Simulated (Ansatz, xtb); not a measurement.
Relative energy of two isomers of C4H5N

We compare X, `C/C=C/C#N`, a singlet, with Y, `C/C=C\C#N`, a singlet. Both are isolated molecules in the gas phase, relaxed with r2SCAN-D4/def2-SVP.

Energies in hartree; the thermal terms are from r2SCAN-D4/def2-SVP harmonic frequencies (ideal gas, rigid rotor, one conformer each, 298.15 K, 1 atm) and include the zero-point energy:

|  | X | Y |
| --- | --- | --- |
| E, CCSD(T)/def2-SVP | −209.400736 | −209.400713 |
| E, MP2/def2-SVP | −209.334655 | −209.334817 |
| E, MP2/def2-TZVPP | −209.714716 | −209.715647 |
| zero-point energy | 0.078362 | 0.078590 |
| H(298 K) − E | 0.084927 | 0.085040 |
| G(298 K) − E | 0.050093 | 0.050158 |

Question: Correct the CCSD(T) difference for the basis set by the MP2 change, then work out ΔE, ΔE₀, ΔH and ΔG for X → Y in kcal/mol (1 Eh = 627.51 kcal/mol) and the equilibrium ratio [Y]/[X].

Answer: 1. Differences Y − X: CCSD(T) +0.000023, MP2 in the small set −0.000162, MP2 in the large set −0.000931 Eh.
2. ΔE = +0.000023 + (−0.000931 − (−0.000162)) = −0.000746 Eh = −0.47 kcal/mol.
3. ΔE₀ = ΔE + ΔZPE = −0.000746 + (+0.000228) Eh = −0.33 kcal/mol.
4. ΔH = ΔE + (+0.000113) Eh = −0.40 kcal/mol.
5. ΔG = ΔE + (+0.000065) Eh = −0.43 kcal/mol, so ΔS = (ΔH − ΔG)/T = +0.4 J/(mol K).
6. kT = 0.9442 mEh, so K = [Y]/[X] = exp(−ΔG/kT) = exp(+0.72) ≈ 2.1.

The two are too close for this level to say which is favoured. An error of 1 kcal/mol in ΔG would change K by a factor of 5.4. Mirror images and further conformers aren't counted.

As drawn, both hold the same kinds of bond in the same numbers.

Other levels gave ΔE = +0.1 (GFN2-xTB); +0.2 (HF/STO-3G, GFN2-xTB geometries); −0.5 (r2SCAN-D4/def2-SVP//GFN2-xTB); −0.6 (r2SCAN-D4/def2-SVP); +0.1 (HF/def2-SVP); −0.1 (MP2/def2-SVP); 0.0 (CCSD(T)/def2-SVP) kcal/mol. The correlated steps freeze 5 core orbitals. Programs: Ansatz 0.2.0, xtb 6.7.1.
